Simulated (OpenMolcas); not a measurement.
# PH2 (SMILES [PH2]): a chain of runs

Wanted: a single-point energy (UHF/3-21G), then a single-point energy (CASSCF(3,3)/3-21G), then the energy (CASPT2(3,3)/3-21G), then the energy (SC-NEVPT2(3,3)/3-21G), then a single-point energy (MRCI(3,3)/3-21G) of PH2. 

The results are computed with OpenMolcas 26.06.

**1. The structure to begin with**

The species is PH2 (3 atoms), meant as a doublet with charge 0. SMILES: `[PH2]`. The P1–H2 distance was set to 2.492 Å, away from the relaxed value. At this shape a bond of the SMILES string is far longer than usual.

Bond lengths: P1–H3 1.424 Å.

**2. A single-point energy at UHF/3-21G (run 1)**

step1.inp

```
&GATEWAY
  BasLib = $CurrDir
  Coord
  3
  bohr
  P      1.57613552    -2.51341133     0.60340089
  H      0.21663820     1.98702812     0.33400909
  H     -0.62747411    -3.33119032    -0.70651947
  Basis = 3-21G
  Group = NoSym

&SEWARD

&SCF
  UHF
  Spin = 2
  Scramble = 0.25
  PrOrbitals = 1 1
```

The basis set 3-21G is read from a file made from the Basis Set Exchange's data (not shown).

Command:

```bash
export MOLCAS_MEM=1860
pymolcas step1.inp > step1.log
```

The log of the run, shortened:

```text
--- Start Module: gateway ---
[...]
--- Stop Module: gateway /rc=_RC_ALL_IS_WELL_ ---
--- Start Module: seward ---
[...]
      Basis functions           17
--- Stop Module: seward /rc=_RC_ALL_IS_WELL_ ---
--- Start Module: scf ---
[...]
       Convergence after  31 Iterations
[...]
::    Total SCF energy                               -340.0324100725
[...]
      Total spin, S                                     0.8394154161
[...]
      Total electronic charge=   17.000000
      Total            charge=   -0.000000
[...]
      Dipole Moment (debye):
      Origin of the operator (angstrom)=    0.7765   -1.2705    0.2938
                   X= -6.5642E-01               Y= -3.3990E-01               Z= -4.0053E-01           Total=  8.4074E-01
      Quadrupole Moment (debye*angstrom):
[...]
--- Stop Module: scf /rc=_RC_ALL_IS_WELL_ ---
[...]
```

It took 2.1 s on 1 thread of Arm Neoverse V1, shared host; peak memory 0.37 GiB.

**3. The energy at CASSCF(3,3)/3-21G (run 2)**

step2.input

```
&GATEWAY
 BasLib=$CurrDir
 Coord
 3
 bohr
 P      1.57613552    -2.51341133     0.60340089
 H      0.21663820     1.98702812     0.33400909
 H     -0.62747411    -3.33119032    -0.70651947
 Basis=3-21G
 Group=NoSym

&SEWARD

&RASSCF
 FileOrb=$CurrDir/step1.UnaOrb
 Spin=2
 Nactel=3 0 0
 Inactive=7
 Ras2=3
 OrbListing=Nothing
 OrbAppear=Compact
```

The basis set 3-21G is read from a file made from the Basis Set Exchange's data (not shown).

Command:

```bash
export MOLCAS_MEM=1860
pymolcas step2.input > step2.log
```

The log of the run, shortened:

```text
--- Start Module: gateway ---
[...]
--- Stop Module: gateway /rc=_RC_ALL_IS_WELL_ ---
--- Start Module: seward ---
[...]
      Basis functions           17
--- Stop Module: seward /rc=_RC_ALL_IS_WELL_ ---
--- Start Module: rasscf ---
[...]
      Number of active orbitals                  3
[...]
      Spin quantum number                      0.5
[...]
      Active orbitals                            3
[...]
      Number of CSFs                             8
[...]
      Number of root(s) required                 1
[...]
      Convergence after  9 iterations
[...]
      printout of CI-coefficients larger than  0.05 for root  1
      energy=    -340.066486
      conf/sym  111     Coeff  Weight
             1  2u0  -0.88755 0.78775
             4  udu   0.20164 0.04066
             6  uud   0.11642 0.01355
             8  0u2  -0.39754 0.15804
      Natural orbitals and occupation numbers for root  1
      sym 1:   1.629716   1.000000   0.370284
      ************************************************************************************************************************
      *                                                    Final results                                                     *
[...]
::    RASSCF root number  1 Total energy:   -340.06648621
[...]
      Total electronic charge=   17.000000
      Total            charge=   -0.000000
[...]
      Dipole Moment (debye):
      Origin of the operator (angstrom)=    0.7765   -1.2705    0.2938
                   X= -6.6289E-01               Y= -3.2159E-01               Z= -4.0219E-01           Total=  8.3940E-01
      Quadrupole Moment (debye*angstrom):
[...]
--- Stop Module: rasscf /rc=_RC_ALL_IS_WELL_ ---
[...]
```

Wall time 1.8 s (1 thread of Arm Neoverse V1, shared host); peak memory 0.37 GiB.

**4. A single-point energy at CASPT2(3,3)/3-21G (run 3)**

step3.inp

```
&gateway
  baslib=$CurrDir
  coord
  3
  bohr
  P      1.57613552    -2.51341133     0.60340089
  H      0.21663820     1.98702812     0.33400909
  H     -0.62747411    -3.33119032    -0.70651947
  basis=3-21G
  group=NoSym

&seward

&rasscf
  fileorb=$CurrDir/step2.RasOrb
  spin=2
  nactel=3 0 0
  inactive=7
  ras2=3
  orblisting=Nothing
  orbappear=Compact

&caspt2
  imaginary=0.1
  frozen=5
```

The basis set 3-21G is read from a file made from the Basis Set Exchange's data (not shown).

Command:

```bash
export MOLCAS_MEM=1860
pymolcas step3.inp > step3.log
```

The log of the run, shortened:

```text
--- Start Module: gateway ---
[...]
--- Stop Module: gateway /rc=_RC_ALL_IS_WELL_ ---
[...]
      Basis functions           17
[...]
--- Start Module: rasscf ---
[...]
      Number of active orbitals                  3
[...]
      Spin quantum number                      0.5
[...]
      Active orbitals                            3
[...]
      Number of CSFs                             8
[...]
      Number of root(s) required                 1
[...]
      Convergence after  4 iterations
[...]
      printout of CI-coefficients larger than  0.05 for root  1
      energy=    -340.066486
      conf/sym  111     Coeff  Weight
             1  2u0  -0.88755 0.78775
             4  udu   0.20164 0.04066
             6  uud   0.11642 0.01355
             8  0u2  -0.39754 0.15804
      Natural orbitals and occupation numbers for root  1
      sym 1:   1.629716   1.000000   0.370284
      ************************************************************************************************************************
      *                                                    Final results                                                     *
[...]
::    RASSCF root number  1 Total energy:   -340.06648621
[...]
      Total electronic charge=   17.000000
      Total            charge=   -0.000000
[...]
      Dipole Moment (debye):
      Origin of the operator (angstrom)=    0.7765   -1.2705    0.2938
                   X= -6.6289E-01               Y= -3.2159E-01               Z= -4.0219E-01           Total=  8.3940E-01
      Quadrupole Moment (debye*angstrom):
[...]
--- Stop Module: rasscf /rc=_RC_ALL_IS_WELL_ ---
--- Start Module: caspt2 ---
[...]
 ###    WARNING: User changed nr of frozen orbitals.                         ###
 ###############################################################################
[...]
      E2 (Variational):          -0.0351104192
      Total energy:            -340.1015966326
[...]
      Reference weight:           0.98210
[...]
::    CASPT2 Root  1     Total energy:   -340.10159663
[...]
--- Stop Module: caspt2 /rc=_RC_ALL_IS_WELL_ ---
[...]
```

Wall time 1.8 s (1 thread of Arm Neoverse V1, shared host); peak memory 0.37 GiB.

**5. The energy at SC-NEVPT2(3,3)/3-21G (run 4)**

step4.input

```
* H2P NEVPT2

&GATEWAY
  BasLib
  $CurrDir
  Coord
  3
  bohr
  P      1.57613552    -2.51341133     0.60340089
  H      0.21663820     1.98702812     0.33400909
  H     -0.62747411    -3.33119032    -0.70651947
  Basis
  3-21G
  Group
  NoSym

&SEWARD

&RASSCF
  FileOrb
  $CurrDir/step2.RasOrb
  Spin
  2
  Nactel
  3 0 0
  Inactive
  7
  Ras2
  3
  OrbListing
  Nothing
  OrbAppear
  Compact

&CASPT2
  SC-NEVPT2
  Frozen
  5
```

The basis set 3-21G is read from a file made from the Basis Set Exchange's data (not shown).

Command:

```bash
export MOLCAS_MEM=1860
pymolcas step4.input > step4.log
```

The log of the run, shortened:

```text
--- Start Module: gateway ---
[...]
--- Stop Module: gateway /rc=_RC_ALL_IS_WELL_ ---
[...]
      Basis functions           17
[...]
--- Start Module: rasscf ---
[...]
      Number of active orbitals                  3
[...]
      Spin quantum number                      0.5
[...]
      Active orbitals                            3
[...]
      Number of CSFs                             8
[...]
      Number of root(s) required                 1
[...]
      Convergence after  4 iterations
[...]
      printout of CI-coefficients larger than  0.05 for root  1
      energy=    -340.066486
      conf/sym  111     Coeff  Weight
             1  2u0  -0.88755 0.78775
             4  udu   0.20164 0.04066
             6  uud   0.11642 0.01355
             8  0u2  -0.39754 0.15804
      Natural orbitals and occupation numbers for root  1
      sym 1:   1.629716   1.000000   0.370284
      ************************************************************************************************************************
      *                                                    Final results                                                     *
[...]
::    RASSCF root number  1 Total energy:   -340.06648621
[...]
      Total electronic charge=   17.000000
      Total            charge=   -0.000000
[...]
      Dipole Moment (debye):
      Origin of the operator (angstrom)=    0.7765   -1.2705    0.2938
                   X= -6.6289E-01               Y= -3.2159E-01               Z= -4.0219E-01           Total=  8.3940E-01
      Quadrupole Moment (debye*angstrom):
[...]
--- Stop Module: rasscf /rc=_RC_ALL_IS_WELL_ ---
--- Start Module: caspt2 ---
[...]
 ###    WARNING: User changed nr of frozen orbitals.                         ###
 ###############################################################################
[...]
      E2 (Variational):          -0.0348892473
[...]
      E2 (Variational):          -0.0348566518
      Total energy:            -340.1013428652
[...]
      Reference weight:           0.98205
[...]
::    SC-NEVPT2 Root  1     Total energy:   -340.10134287
[...]
--- Stop Module: caspt2 /rc=_RC_ALL_IS_WELL_ ---
[...]
```

It took 1.8 s on 1 thread of Arm Neoverse V1, shared host; peak memory 0.37 GiB.

**6. A single-point energy at MRCI(3,3)/3-21G (run 5)**

step5.input

```
&gateway
  baslib = $CurrDir
  coord
  3
  bohr
  P      1.57613552    -2.51341133     0.60340089
  H      0.21663820     1.98702812     0.33400909
  H     -0.62747411    -3.33119032    -0.70651947
  basis = 3-21G
  group = NoSym

&seward

&rasscf
  fileorb = $CurrDir/step2.RasOrb
  spin = 2
  nactel = 3 0 0
  inactive = 7
  ras2 = 3
  orblisting = Nothing
  orbappear = Compact

&motra
  lumorb
  frozen = 5

&guga
  electrons = 7
  spin = 2
  inactive = 2
  active = 3
  ciall = 1

&mrci
  sdci
```

The basis set 3-21G is read from a file made from the Basis Set Exchange's data (not shown).

Command:

```bash
export MOLCAS_MEM=1860
pymolcas step5.input > step5.log
```

The log of the run, shortened:

```text
--- Start Module: gateway ---
[...]
--- Stop Module: gateway /rc=_RC_ALL_IS_WELL_ ---
[...]
      Basis functions           17
[...]
      Number of active orbitals                  3
[...]
      Spin quantum number                      0.5
[...]
      Active orbitals                            3
[...]
      Number of CSFs                             8
[...]
      Number of root(s) required                 1
[...]
      Convergence after  4 iterations
[...]
      printout of CI-coefficients larger than  0.05 for root  1
      energy=    -340.066486
      conf/sym  111     Coeff  Weight
             1  2u0  -0.88755 0.78775
             4  udu   0.20164 0.04066
             6  uud   0.11642 0.01355
             8  0u2  -0.39754 0.15804
      Natural orbitals and occupation numbers for root  1
      sym 1:   1.629716   1.000000   0.370284
      ************************************************************************************************************************
      *                                                    Final results                                                     *
[...]
::    RASSCF root number  1 Total energy:   -340.06648621
[...]
      Dipole Moment (debye):
      Origin of the operator (angstrom)=    0.7765   -1.2705    0.2938
                   X= -6.6289E-01               Y= -3.2159E-01               Z= -4.0219E-01           Total=  8.3940E-01
      Quadrupole Moment (debye*angstrom):
[...]
      *** WARNING: Default frozen orbitals is overwritten by user input.
      *** Default values:   5
[...]
--- Start Module: guga ---
[...]
--- Stop Module: guga /rc=_RC_ALL_IS_WELL_ ---
--- Start Module: mrci ---
[...]
       (But an ACPF correction will be computed)
       USE THE DEFAULT ACPF G-VALUE GFAC=  0.28571428571428570
[...]
                      CI ENERGY:  -340.11264988
[...]
                ACPF CORRECTION:    -0.00111384
[...]
      Total electronic charge=   17.000000
      Total            charge=    0.000000
[...]
     ACPF CORRECTION:     -0.00111384
[...]
  CI State   1     Total energy:   -340.11264988     QDav:     -0.00157458     QACPF:     -0.00111384
[...]
--- Stop Module: mrci /rc=_RC_ALL_IS_WELL_ ---
[...]
```

Run time: 1.9 s. Hardware: 1 thread of Arm Neoverse V1, shared host; peak memory 0.37 GiB.

**7. Summary of results**

| quantity | value |
| --- | --- |
| run 1, UHF/3-21G: total energy | -340.03241 Eh |
| run 1, UHF/3-21G: dipole moment | 0.84 D |
| run 1, UHF/3-21G: HOMO energy (highest over α and β) | -9.86 eV |
| run 1, UHF/3-21G: LUMO energy (lowest over α and β) | 0.62 eV |
| run 1, UHF/3-21G: ⟨S²⟩ | 1.544 |
| run 2, CASSCF(3,3)/3-21G: total energy | -340.06649 Eh |
| run 2, CASSCF(3,3)/3-21G: dipole moment (CASSCF density) | 0.84 D |
| run 3, CASPT2(3,3)/3-21G: total energy | -340.10160 Eh |
| run 3, CASPT2(3,3)/3-21G: dipole moment (CASSCF density) | 0.84 D |
| run 4, SC-NEVPT2(3,3)/3-21G: total energy | -340.10134 Eh |
| run 4, SC-NEVPT2(3,3)/3-21G: dipole moment (CASSCF density) | 0.84 D |
| run 5, MRCI(3,3)/3-21G: total energy | -340.11265 Eh |
| run 5, MRCI(3,3)/3-21G: dipole moment (CASSCF density) | 0.84 D |

What this shows: ⟨S²⟩ (run 1, UHF/3-21G) is 1.54 where a pure doublet has 0.75: the reference is spin-contaminated. Mulliken charges (run 4, SC-NEVPT2(3,3)/3-21G) of the CASSCF density run from -0.10 on H3 to +0.10 on P1; they depend strongly on the basis.
